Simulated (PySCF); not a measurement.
**Working out the ionisation energy of Ar**

Ar [Ar] (1S) → Ar⁺ [Ne] 3s2 3p5 (2P). Computed with PySCF 2.14 in cc-pV(T+d)Z (5s4p3d1f, 39 functions), with no relativity, point nucleus. Frozen: [Ne]. Energies in hartree (1 hartree = 27.21139 eV):

| part | Ar (lower) | Ar⁺ (upper) |
| --- | --- | --- |
| UHF | -526.813134 | -526.277651 |
| CCSD correlation | -0.225482 | -0.191366 |
| (T) | -0.006843 | -0.005333 |

Problem. What does Hartree-Fock give?

Solution. (-526.277651) − (-526.813134) = 0.535483 hartree = 14.571 eV.

Problem. What do CCSD and CCSD(T) give?

Solution. The CCSD correlation energies differ by 0.034116 hartree = 0.928 eV and the triples by 0.001510 hartree = 0.041 eV, so CCSD gives 15.499 eV and CCSD(T) 15.540 eV.

Measured between the centres of the two terms (NIST): 15.819 eV, so CCSD(T) (valence) is off by -0.279 eV.

What remains against the reference includes basis incompleteness, the frozen core and higher excitations.
